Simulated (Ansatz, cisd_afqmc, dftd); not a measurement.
Barrier from H (doublet) + C2H4 (ethene, SMILES C=C) to the saddle point below; all geometries are those of the NHTBH38 set.
```xyz
7

C     -0.5679     0.0001    -0.2190
C      0.7511     0.0000     0.0419
H     -1.4939    -0.0005     1.5318
H     -1.1018     0.9206    -0.4086
H     -1.1019    -0.9203    -0.4092
H      1.2990    -0.9224     0.1738
H      1.2990     0.9223     0.1744
```
Charge 0, spin multiplicity 2.

Quantity: barrier height (electronic, no zero-point energy), in kcal/mol. UHF or UKS for unpaired electrons; spin-orbit terms are left out. Cores are frozen in correlated methods. Rows without X2C or -DK are non-relativistic. The Monte Carlo rows (phaseless AFQMC, CISD trial, step 0.005/hartree) carry one-sigma bars that omit the constraint's bias. Outlying blocks are dropped, and bars are widened where a walk drifts. Over all cases where full CI ran beside it in this data, AFQMC minus full CI had a median of +0.1 mEh and passed +0.4 mEh in a tenth of the cases. CBS(X,Y): correlation extrapolated as X^-3, Hartree-Fock from the larger set. A bracket is a step between two methods taken in the basis named. The functionals are non-relativistic, so their misses hold any scalar relativity. Double hybrids freeze cores in their MP2 part. '+ core + X2C': CCSD(T) terms for core correlation (cc-pwCVTZ) and scalar relativity (cc-pVTZ-DK). For partners of very few electrons the exact lower level stands in for a higher one. The UHF reference of C2H5 (saddle point or complex, doublet) is spin-contaminated (<S^2> up to 0.20 over the pure value in the sets run).

```csv
level,program,barrier height (kcal/mol),difference against the last row
r2SCAN-D3(BJ)/def2-TZVPD,Ansatz + dftd3,-3.2,-5.1
B2GP-PLYP-D3(BJ)/def2-TZVPD,Ansatz + dftd3,2.6,0.7
B2GP-PLYP/def2-TZVPD,Ansatz,2.8,0.9
MP2/aug-cc-pVTZ,Ansatz,9.2,7.3
CCSD/aug-cc-pVDZ,Ansatz,2.6,0.7
"CCSD/CBS(aug-cc-pVTZ,aug-cc-pVQZ)",Ansatz,2.4,0.5
CCSD(T)/aug-cc-pVQZ,Ansatz,2.2,0.3
CCSDT(Q)/aug-cc-pVDZ,Ansatz,2.1,0.2
AFQMC/CISD/aug-cc-pVTZ,cisd_afqmc,1.3 ± 0.2,-0.6
"CCSD(T)/CBS(aug-cc-pVTZ,aug-cc-pVQZ) + [AFQMC/CISD - CCSD(T)]/aug-cc-pVTZ + core + X2C",Ansatz + cisd_afqmc,1.4 ± 0.2,-0.5
"CCSD(T)/CBS(aug-cc-pVTZ,aug-cc-pVQZ) + [CCSDT(Q) - CCSD(T)]/aug-cc-pVDZ + core + X2C",Ansatz,1.9,0.0
```

Ansatz is a quantum-chemistry and plane-wave program.
